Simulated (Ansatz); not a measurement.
**SO₂F₂: basis-set convergence**

How large a basis does SO₂F₂ need? Two functionals and correlated methods are run in growing sets.

Program: Ansatz 0.2.0, Gaussian basis. Level of theory: one geometry, several basis sets. These are calculated values, not measurements.

Levels to be run: PBE0-D4/def2-SVP; ωB97M-V/def2-SVP; PBE0-D4/def2-QZVPP; ωB97M-V/def2-QZVPP; CCSD(T)/cc-pV(D+d)Z; CCSD(T)/cc-pV(T+d)Z; CCSD(T)/cc-pV(Q+d)Z; the functionals' def2-TZVPP values are taken from earlier runs.

### 1 Structure used throughout

The geometry comes from an earlier relaxation with PBE0-D4 in a triple-zeta def2 set; it is a stationary point.

5 atoms, charge 0, spin multiplicity 1.

Atoms are counted from 1 here; the program's logs count them from 0.

Bond lengths: O1–S2 1.404 Å, S2–O3 1.404 Å, S2–F4 1.539 Å, S2–F5 1.539 Å. Angles: O1–S2–O3 124.9°, O1–S2–F4 108.1°, O1–S2–F5 108.1°, O3–S2–F4 108.1°, O3–S2–F5 108.1°, F4–S2–F5 95.6°.

Coordinates:

```tsv
atom	x (Å)	y (Å)	z (Å)
O1	-0.3882	-0.1511	1.4217
S2	0.0709	-0.0969	0.0959
O3	1.1296	-0.8622	-0.4187
F4	-1.1409	-0.2676	-0.8374
F5	0.3286	1.3778	-0.2614
```

### 2 PBE0-D4 in def2-SVP

in.yaml reads:

```yaml
crystal:
  periodic: [false, false, false]
  atoms:
    - {symbol: O, position_ang: [-0.388173, -0.151073, 1.421719]}
    - {symbol: S, position_ang: [0.070873, -0.096864, 0.095874]}
    - {symbol: O, position_ang: [1.129589, -0.862245, -0.418749]}
    - {symbol: F, position_ang: [-1.140880, -0.267578, -0.837449]}
    - {symbol: F, position_ang: [0.328593, 1.377759, -0.261405]}
basis:
  gaussian: {orbitals: def2-SVP}
hamiltonian: {xc: pbe0, dispersion: d4}
output: {orbitals: {seedname: orbitals}}
```

Command:

```
$ ansatz run in.yaml --threads 2 --pin off --events-out ev --progress --plain --max-ram 32768MiB --backend cpu
```

Output:

```text
Functional definition: PBE0
  name "PBE0"
  cite "Adamo & Barone, J. Chem. Phys. 110, 6158 (1999) doi:10.1063/1.478522"
  cite "Perdew, Burke & Ernzerhof, Phys. Rev. Lett. 77, 3865 (1996) doi:10.1103/PhysRevLett.77.3865"
  parent pbe
  parameter a = 0.25
  parameter kappa = 0.804
  parameter beta = 0.06672455060314922
  exchange = (1 - a)*pbe_x(kappa = kappa, mu = beta*pi^2/3) + a*exact_x
  correlation = pbe_c(beta = beta)
666 factors; integrals over basis functions are off by at most 8.9e-4 eV
mean field evaluation 1: about -20327.3360 eV, gradient 7.4e1 eV
mean field evaluation 2: about -20308.4313 eV, gradient 1.3e2 eV
mean field evaluation 4: about -20336.5766 eV, gradient 5.2e0 eV
mean field evaluation 8: about -20336.7556 eV, gradient 1.1e-1 eV
mean field evaluation 16: about -20336.7556 eV, gradient 4.7e-5 eV
mean field -20336.75561004 eV, -747.3619839210 hartree, gradient 1.3e-5 eV, S^2 0.000000; 0 other end points of the search recorded, 0 dependent functions left out
reference -20336.75561752 eV, -747.3619841957 hartree; 25, 25 occupied and 49, 49 virtual orbitals, 666 factors
Total energy: -20336.83845968 eV, -747.3650285890 hartree
```

Run time: 1.6 s. Hardware: 2 threads, shared host.

### 3 ωB97M-V in def2-SVP

Edit in.yaml of step 2 so:

```diff
@@ -10,3 +10,3 @@
   gaussian: {orbitals: def2-SVP}
-hamiltonian: {xc: pbe0, dispersion: d4}
+hamiltonian: {xc: {name: wB97M-V}}
 output: {orbitals: {seedname: orbitals}}
```

Launched as before.

Output, cut to the lines that bear on the results:

```text
Functional definition: wB97M-V
  name "wB97M-V"
  cite "Mardirossian & Head-Gordon, J. Chem. Phys. 144, 214110 (2016) doi:10.1063/1.4952647"
  cite "Becke, J. Chem. Phys. 107, 8554 (1997) doi:10.1063/1.475007"
  cite "Vydrov & Van Voorhis, J. Chem. Phys. 133, 244103 (2010) doi:10.1063/1.3521275"
  # Of w^i u^j: cxij and so on, Table III.
[...]
  gx(w, u) = 1 - cx + cx01*u + cx10*w
  gss(w, u) = css00 + css04*u^4 + css10*w + css20*w^2 + css43*w^4*u^3
  gos(w, u) = cos00 + cos10*w + (cos20 + cos21*u)*w^2 + (cos60 + cos61*u)*w^6
[...]
      + integral(e_c_pw_mod_opposite_spin*gos(b97_w_opposite, b97_u_opposite)) + vv10(b, c)
666 factors; integrals over basis functions are off by at most 8.9e-4 eV
139 factors; integrals over basis functions are off by at most 2.9e-6 eV
[...]
mean field -20346.89163668 eV, -747.7344760296 hartree, gradient 3.1e-5 eV, S^2 0.000000; 0 other end points of the search recorded, 0 dependent functions left out
reference -20346.89165006 eV, -747.7344765213 hartree; 25, 25 occupied and 49, 49 virtual orbitals, 666 factors
Total energy: -20346.89165006 eV, -747.7344765213 hartree
```

Wall time 4.6 s (2 threads, shared host).

### 4 PBE0-D4 in def2-QZVPP

Edit in.yaml of step 3 so:

```diff
@@ -9,4 +9,4 @@
 basis:
-  gaussian: {orbitals: def2-SVP}
-hamiltonian: {xc: {name: wB97M-V}}
+  gaussian: {orbitals: "def2-QZVPP.json"}
+hamiltonian: {xc: pbe0, dispersion: d4}
 output: {orbitals: {seedname: orbitals}}
```

The command is unchanged.

Output:

```text
Functional definition: PBE0
  name "PBE0"
  cite "Adamo & Barone, J. Chem. Phys. 110, 6158 (1999) doi:10.1063/1.478522"
  cite "Perdew, Burke & Ernzerhof, Phys. Rev. Lett. 77, 3865 (1996) doi:10.1103/PhysRevLett.77.3865"
  parent pbe
  parameter a = 0.25
  parameter kappa = 0.804
  parameter beta = 0.06672455060314922
  exchange = (1 - a)*pbe_x(kappa = kappa, mu = beta*pi^2/3) + a*exact_x
  correlation = pbe_c(beta = beta)
1102 factors; their error is unknown
mean field evaluation 1: about -20346.7434 eV, gradient 7.7e1 eV
mean field evaluation 2: about -20326.2272 eV, gradient 1.4e2 eV
mean field evaluation 4: about -20355.2342 eV, gradient 6.4e0 eV
mean field evaluation 8: about -20355.2824 eV, gradient 1.6e-2 eV
mean field evaluation 16: about -20355.3019 eV, gradient 3.5e-5 eV
mean field -20355.30191607 eV, -748.0435480963 hartree, gradient 3.1e-5 eV, S^2 0.000000; 0 other end points of the search recorded, 0 dependent functions left out
reference -20355.30193676 eV, -748.0435488566 hartree; 25, 25 occupied and 273, 273 virtual orbitals, 1102 factors
Total energy: -20355.38477892 eV, -748.0465932499 hartree
```

It took 8.5 s on 2 threads, shared host; peak memory 0.72 GiB.

### 5 ωB97M-V in def2-QZVPP

Edit in.yaml of step 4 so:

```diff
@@ -10,3 +10,3 @@
   gaussian: {orbitals: "def2-QZVPP.json"}
-hamiltonian: {xc: pbe0, dispersion: d4}
+hamiltonian: {xc: {name: wB97M-V}}
 output: {orbitals: {seedname: orbitals}}
```

The command is unchanged.

Output, cut to the lines that bear on the results:

```text
Functional definition: wB97M-V
  name "wB97M-V"
  cite "Mardirossian & Head-Gordon, J. Chem. Phys. 144, 214110 (2016) doi:10.1063/1.4952647"
  cite "Becke, J. Chem. Phys. 107, 8554 (1997) doi:10.1063/1.475007"
  cite "Vydrov & Van Voorhis, J. Chem. Phys. 133, 244103 (2010) doi:10.1063/1.3521275"
  # Of w^i u^j: cxij and so on, Table III.
[...]
  gx(w, u) = 1 - cx + cx01*u + cx10*w
  gss(w, u) = css00 + css04*u^4 + css10*w + css20*w^2 + css43*w^4*u^3
  gos(w, u) = cos00 + cos10*w + (cos20 + cos21*u)*w^2 + (cos60 + cos61*u)*w^6
[...]
      + integral(e_c_pw_mod_opposite_spin*gos(b97_w_opposite, b97_u_opposite)) + vv10(b, c)
1074 factors; their error is unknown
183 factors; integrals over basis functions are off by at most 5.2e-6 eV
[...]
mean field -20365.63243650 eV, -748.4231877200 hartree, gradient 2.8e-5 eV, S^2 0.000000; 0 other end points of the search recorded, 0 dependent functions left out
reference -20365.63246924 eV, -748.4231889229 hartree; 25, 25 occupied and 273, 273 virtual orbitals, 1074 factors
Total energy: -20365.63246924 eV, -748.4231889229 hartree
```

It took 15 s on 2 threads, shared host; peak memory 0.98 GiB.

### 6 Density functionals: the series

The def2-TZVPP values come from earlier runs at the same geometry.

```tsv
functional	basis	functions	energy (eV)	from the largest (eV)	HOMO (eV)	LUMO (eV)
PBE0-D4	def2-SVP	74	-20336.8385	18.546	-10.44	0.63
PBE0-D4	def2-TZVPP	166	-20354.4597	0.925	-10.61	0.42
PBE0-D4	def2-QZVPP	298	-20355.3848	0.000	-10.64	0.04
ωB97M-V	def2-SVP	74	-20346.8917	18.741	-12.79	3.04
ωB97M-V	def2-TZVPP	166	-20364.7535	0.879	-13.01	2.73
ωB97M-V	def2-QZVPP	298	-20365.6325	0.000	-13.05	2.04
```

### 7 CCSD(T) in cc-pV(D+d)Z

Edit in.yaml of step 5 so:

```diff
@@ -9,4 +9,3 @@
 basis:
-  gaussian: {orbitals: "def2-QZVPP.json"}
-hamiltonian: {xc: {name: wB97M-V}}
-output: {orbitals: {seedname: orbitals}}
+  gaussian: {orbitals: "cc-pV(D+d)Z.json"}
+correlation: {method: ccsd_t}
```

The command is unchanged.

Output, cut to the lines that bear on the results:

```text
Functional definition: HF
  name "HF"
  cite "Fock, Z. Phys. 61, 126 (1930) doi:10.1007/BF01340294"
  parent pbe
[...]
742 factors; integrals over basis functions are off by at most 7.6e-4 eV
[...]
mean field -20301.82455385 eV, -746.0782912831 hartree, gradient 1.3e-6 eV, S^2 0.000000; 0 other end points of the search recorded, 0 dependent functions left out
9 core orbitals not correlated: weight in the atoms' cores, before any rotation towards them, 1.000 or more for the frozen orbitals, at most 0.000 for the correlated occupied ones
reference -20301.82455385 eV, -746.0782912831 hartree; 16, 16 occupied and 54, 54 virtual orbitals, 742 factors
second order -24.18462530 eV of doubles, -0.00000000 eV of singles
cycle   1  -23.45102198 eV  change    7.3e-1 eV  update   1.2e-1
[...]
cycle   9  -24.16150186 eV  change   -7.7e-6 eV  update   9.6e-6
perturbative correction -0.63154570 eV, -0.0232088765 hartree
Total energy: -20326.61760141 eV, -746.9894189756 hartree
```

Run time: 3.5 s. Hardware: 2 threads, shared host.

### 8 CCSD(T) in cc-pV(T+d)Z

Edit in.yaml of step 7 so:

```diff
@@ -9,3 +9,4 @@
 basis:
-  gaussian: {orbitals: "cc-pV(D+d)Z.json"}
+  gaussian: {orbitals: "cc-pV(T+d)Z.json"}
 correlation: {method: ccsd_t}
+output: {orbitals: {seedname: orbitals}}
```

Command:

```
$ ansatz run in.yaml --threads 2 --pin off --events-out ev --progress --plain --max-ram 32768MiB --backend cuda --devices 0, --max-vram 18GiB
```

Output, cut to the lines that bear on the results:

```text
Functional definition: HF
  name "HF"
  cite "Fock, Z. Phys. 61, 126 (1930) doi:10.1007/BF01340294"
  parent pbe
[...]
990 factors; integrals over basis functions are off by at most 6.1e-4 eV
[...]
mean field -20306.88080236 eV, -746.2641049885 hartree, gradient 2.9e-6 eV, S^2 0.000000; 0 other end points of the search recorded, 0 dependent functions left out
9 core orbitals not correlated: weight in the atoms' cores, before any rotation towards them, 1.000 or more for the frozen orbitals, at most 0.000 for the correlated occupied ones
reference -20306.88080236 eV, -746.2641049885 hartree; 16, 16 occupied and 134, 134 virtual orbitals, 990 factors
second order -31.56004824 eV of doubles, -0.00000000 eV of singles
cycle   1  -30.39458173 eV  change     1.2e0 eV  update   1.3e-1
[...]
cycle   9  -31.28320027 eV  change   -2.3e-5 eV  update   1.1e-5
perturbative correction -1.22076510 eV, -0.0448622898 hartree
Total energy: -20339.38476772 eV, -747.4586036835 hartree
```

It took 6 s on 1 × H100 (card shared with other runs) with 2 threads, shared host; peak host memory 0.78 GiB.

### 9 CCSD(T) in cc-pV(Q+d)Z

Edit in.yaml of step 8 so:

```diff
@@ -9,4 +9,3 @@
 basis:
-  gaussian: {orbitals: "cc-pV(T+d)Z.json"}
+  gaussian: {orbitals: "cc-pV(Q+d)Z.json"}
 correlation: {method: ccsd_t}
-output: {orbitals: {seedname: orbitals}}
```

Same command.

Output, cut to the lines that bear on the results:

```text
Functional definition: HF
  name "HF"
  cite "Fock, Z. Phys. 61, 126 (1930) doi:10.1007/BF01340294"
  parent pbe
[...]
1761 factors; integrals over basis functions are off by at most 7.3e-4 eV
[...]
mean field -20307.88403004 eV, -746.3009729257 hartree, gradient 1.4e-6 eV, S^2 0.000000; 0 other end points of the search recorded, 0 dependent functions left out
9 core orbitals not correlated: weight in the atoms' cores, before any rotation towards them, 1.000 or more for the frozen orbitals, at most 0.000 for the correlated occupied ones
reference -20307.88403004 eV, -746.3009729257 hartree; 16, 16 occupied and 259, 259 virtual orbitals, 1761 factors
second order -34.35631804 eV of doubles, -0.00000000 eV of singles
cycle   1  -32.94067025 eV  change     1.4e0 eV  update   1.3e-1
[...]
cycle   9  -33.87345764 eV  change   -2.5e-5 eV  update   1.2e-5
perturbative correction -1.40449707 eV, -0.0516143155 hartree
Total energy: -20343.16198475 eV, -747.5974138493 hartree
```

It took 6.5 s on 1 × H100 (card shared with other runs) with 2 threads, shared host; peak host memory 0.84 GiB.

Energy pieces by basis (eV):

```tsv
basis	HF	MP2 correlation	CCSD correlation	(T)	total
cc-pV(D+d)Z	-20301.8246	-24.1846	-24.1615	-0.6315	-20326.6176
cc-pV(T+d)Z	-20306.8808	-31.5600	-31.2832	-1.2208	-20339.3848
cc-pV(Q+d)Z	-20307.8840	-34.3563	-33.8735	-1.4045	-20343.1620
```

### 10 From triple and quadruple zeta to the limit

No new run: Hartree-Fock is extrapolated as exp(−5.46√X) and correlation as X^−3.05, with X = 3 and 4.

```tsv
level	energy at the limit (eV)
HF	-20308.1863
MP2	-20344.5333
CCSD	-20343.9037
CCSD(T)	-20345.4390
```

```tsv
basis	HF above its limit (eV)	share of the MP2 correlation limit (%)
cc-pV(D+d)Z	6.362	66.5
cc-pV(T+d)Z	1.306	86.8
cc-pV(Q+d)Z	0.302	94.5
```

### 11 Results

| quantity | value |
| --- | --- |
| MP2 correlation recovered, cc-pV(D+d)Z | 66.5 % |
| MP2 correlation recovered, cc-pV(T+d)Z | 86.8 % |
| MP2 correlation recovered, cc-pV(Q+d)Z | 94.5 % |
| CCSD(T) limit from def2 sets (earlier runs) less the limit of this series | 9 meV |
| PBE0-D4: double and triple zeta above quadruple | 18.55, 0.93 eV |
| ωB97M-V: double and triple zeta above quadruple | 18.74, 0.88 eV |

PBE0-D4 gains 17.62 eV from double to triple zeta, then 0.93 eV more. In cc-pV(D+d)Z MP2 holds 67 % of its limit, in cc-pV(Q+d)Z 95 %, while Hartree-Fock is within 0.302 eV in the largest set. A limit from the def2 sets, made apart, differs by 9 meV, a least measure of the doubt on such a limit. Total energies overstate the basis error of differences, where much of it tends to cancel. The LUMO of ωB97M-V is positive and keeps falling with the basis (3.04 to 2.04 eV): an unbound level that the basis holds in place.

For PBE0-D4 the largest set took about 5 times as long as the smallest (8.5 s against 1.6 s).
